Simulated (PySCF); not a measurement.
## What each rung costs, and what it gives

Saddle point of CH$_{7}$BO, singlet (CH₅BO ([BH2][O][CH3]) + H₂ → CH₄O ([CH3][OH]) + BH₃ (still joined by a long B–O bond); bonds formed: B1–H7, O2–H6; bonds broken: H6–H7; bonds weakened to dative contacts: B1–O2), PBE0-D4/def2-TZVP structure:

| atom | x (Å) | y (Å) | z (Å) |
| --- | --- | --- | --- |
| B1 | -0.7391 | 0.7981 | -0.5362 |
| O2 | 0.5838 | -0.0253 | -0.5295 |
| C3 | 0.6185 | -1.0973 | 0.3942 |
| H4 | -0.9595 | 1.2761 | -1.6082 |
| H5 | -1.6208 | 0.3081 | 0.1092 |
| H6 | 0.4728 | 1.0926 | 0.0524 |
| H7 | -0.2487 | 1.7944 | 0.2219 |
| H8 | 1.6181 | -1.5333 | 0.3725 |
| H9 | 0.3939 | -0.7606 | 1.4128 |
| H10 | -0.1189 | -1.8527 | 0.1108 |

Barriers are electronic and count from the start structure reached by relaxing down the imaginary mode.

PySCF 2.14 with density fitting (its default auxiliary sets; JK sets also for MP2 and CCSD(T)); basis: as named in each row; cores frozen in the correlated methods. B3LYP uses VWN-RPA correlation. Extrapolation: Hartree–Fock as exp(−7.88 √X), correlation as X^−2.97.

Times are rough, for one single point on 4 threads of a shared host (Oxide Virtual Turin-like).

The estimate by CCSD(T) at an estimated basis limit (MP2 extrapolated from triple and quadruple zeta, plus CCSD(T) − MP2 in triple zeta) is 1.703 eV.

```csv
method,basis,time (s),barrier (eV),method less estimate
HF,STO-3G,1,2.964,1.261
B3LYP-D4,6-31G,3,1.985,0.282
PBE0-D4,def2-SVP,4,1.437,-0.266
MP2,def2-QZVPP,4,1.650,-0.053
PBE-D4,def2-SVP,5,1.344,-0.359
PBE0-D4,def2-TZVPP,7,1.479,-0.224
SPW92,def2-TZVPP,7,0.969,-0.734
B3LYP-D4,def2-TZVPP,7,1.733,0.030
BHLYP-D4,def2-TZVPP,7,1.865,0.162
PBE-D4,def2-TZVPP,9,1.387,-0.316
CCSD(T),def2-SVP,10,1.783,0.080
r2SCAN-D4,def2-TZVPP,16,1.504,-0.199
CCSD(T),def2-TZVPP,180,1.713,0.010
wB97M-V,def2-TZVPP,340,1.665,-0.038
```

All methods are single points on the PBE0-D4 structures.

The T1 diagnostic stays at or below 0.014.

Labels in which every atom is bracketed show which atoms are joined, not bond orders.
